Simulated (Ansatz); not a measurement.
# Si₂H₆ (singlet): wave-function methods side by side, cc-pVDZ

One table from this session's results is given with a row withheld; the runs are named, their logs left out.

Computed with Ansatz 0.2.0, Gaussian basis. Level: cc-pVDZ, core rule «outside noble gas», up to 10 orbitals frozen.

Plan: UHF; CCSD(T) on RHF; BCCD(T) on RHF; CISD; CCSDT(Q) on RHF; CASSCF and NEVPT2, 8 electrons in 8 orbitals.

9 further runs of the same task are left out: 3 that didn't finish, 6 set aside as unsound or not needed.

## What is computed

The geometry is a PBE0/def2-TZVP stationary point (not a proven minimum).

8 atoms, charge 0, spin multiplicity 1.

Atoms are counted from 1 here; the program's logs count them from 0.

Bond lengths: Si1–Si2 2.340 Å, Si1–H3 1.488 Å, Si1–H4 1.488 Å, Si1–H5 1.488 Å, Si2–H6 1.488 Å, Si2–H7 1.488 Å, Si2–H8 1.488 Å. Angles: Si2–Si1–H3 110.3°, Si2–Si1–H4 110.3°, Si2–Si1–H5 110.3°, H3–Si1–H4 108.6°, H3–Si1–H5 108.6°, H4–Si1–H5 108.6°, Si1–Si2–H6 110.3°, Si1–Si2–H7 110.3°, Si1–Si2–H8 110.3°, H6–Si2–H7 108.6°, H6–Si2–H8 108.6°, H7–Si2–H8 108.6°.

Set-up of the first run:

The input, in.yaml:

```yaml
crystal:
  periodic: [false, false, false]
  atoms:
    - {symbol: Si, position_ang: [-1.170100, -0.004737, -0.000105]}
    - {symbol: Si, position_ang: [1.170100, 0.004737, 0.000105]}
    - {symbol: H, position_ang: [-1.691983, 1.388317, 0.008571]}
    - {symbol: H, position_ang: [-1.683587, -0.711953, 1.203728]}
    - {symbol: H, position_ang: [-1.683432, -0.696845, -1.212752]}
    - {symbol: H, position_ang: [1.691983, -1.388317, -0.008571]}
    - {symbol: H, position_ang: [1.683432, 0.696845, 1.212752]}
    - {symbol: H, position_ang: [1.683587, 0.711953, -1.203728]}
basis:
  gaussian: {orbitals: cc-pVDZ}
magnetization: {spin_polarized: true, initial_magnetization: 0}
hamiltonian: {xc: hf}
output: {orbitals: {seedname: orbitals}}
```

The run is started by

```
$ ansatz run in.yaml --threads 1 --pin off --events-out ev --progress --plain --max-ram 2393MiB
```

Among the steps run: UHF; CCSD(T) on RHF; BCCD(T) on RHF; CISD; CCSDT(Q) on RHF; CASSCF and NEVPT2, 8 electrons in 8 orbitals.

One of the session's tables, all rows but one given; the rest of the session is left out.

It belongs to the step «Misses and costs». 

| method | from RCCSDT(Q) (kcal/mol) |
| --- | --- |
| RHF | +171.62 |
| RMP2 | +37.15 |
| CISD | +20.98 |
| RCCSD | +4.65 |
| RCCSD(T) | +0.88 |
| BCCD(T) | +0.86 |
| RCCSDT | +0.14 |
| RCCSDT(Q) | 0 |
| CASSCF frontier | +137.69 |
| NEVPT2 frontier | ? |

**Question.** Estimate the row for NEVPT2 frontier.

The run gave: from RCCSDT(Q) (kcal/mol): +38.88. In the column «from RCCSDT(Q) (kcal/mol)» it lies between RMP2 (+37.15) and CASSCF frontier (+137.69).

With the free atoms at the same levels and basis (separate runs), the atomisation energy is 21.381 eV at RCCSDT(Q), 21.366 eV at RCCSD(T), 17.500 eV at RHF.
